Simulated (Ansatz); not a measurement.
Equation of state of CaO

```
Ca O
1.0
     0.00000    2.41527    2.41527
     2.41527    0.00000    2.41527
     2.41527    2.41527    0.00000
Ca O
1 1
Direct
  0.00000 0.00000 0.00000
  0.50000 0.50000 0.50000
```

The conventional cell has a = 4.831 Å, b = 4.831 Å, c = 4.831 Å, α = 90.00°, β = 90.00°, γ = 90.00°. Around Ca (atom 1) lie 6 O at 2.42 Å. O (atom 2) has 6 Ca at 2.42 Å as nearest neighbours.

The cell was built from the rocksalt type and relaxed in the same program, and has space group Fm-3m; it needn't be a known or the stable phase.

Methods: DFT, PBE, all-electron LAPW, scalar-relativistic (Ansatz 0.2.0); DFT, PBE, PAW with Ansatz's default frozen-core files, scalar-relativistic (Ansatz 0.2.0).

For LAPW: a Γ-centred 12×12×12 k mesh, Fermi–Dirac smearing of 0.05 eV, basis error target 0.5 meV/atom, no spin polarisation. PAW takes a cutoff of 420 eV at this cell. The Ansatz runs share mesh, smearing and spin set-up. Plane-wave (PAW) pressures include the program's estimate of the Pulay term.

The cell above is scaled evenly, with fractional coordinates and shape held.

```csv
V/V(cell),V (Å³/atom),"P, LAPW (GPa)","P, PAW (GPa)","gap on the k mesh, LAPW (eV)"
0.9405,13.251,7.40,7.41,3.63
0.9800,13.808,?,?,?
1.0000,14.089,0.02,0.02,3.66
1.0200,14.371,-1.98,-1.98,3.66
1.0600,14.935,-5.39,-5.40,3.66
```

Task: Fill in the row V/V(cell) = 0.9800.

Result: P, LAPW (GPa) = 2.24, P, PAW (GPa) = 2.25, gap on the k mesh, LAPW (eV) = 3.65.

Task: What do Birch–Murnaghan fits to the pressures give?

Result: LAPW: V0 = 14.09 Å³/atom, B0 = 105 GPa, B0′ = 4.3; PAW: V0 = 14.09 Å³/atom, B0 = 105 GPa, B0′ = 4.3.

PAW's V0 lies 0.00 % from the all-electron value and its B0 0.1 %. Symmetry fixes shape and coordinates here, so this is the relaxed modulus.
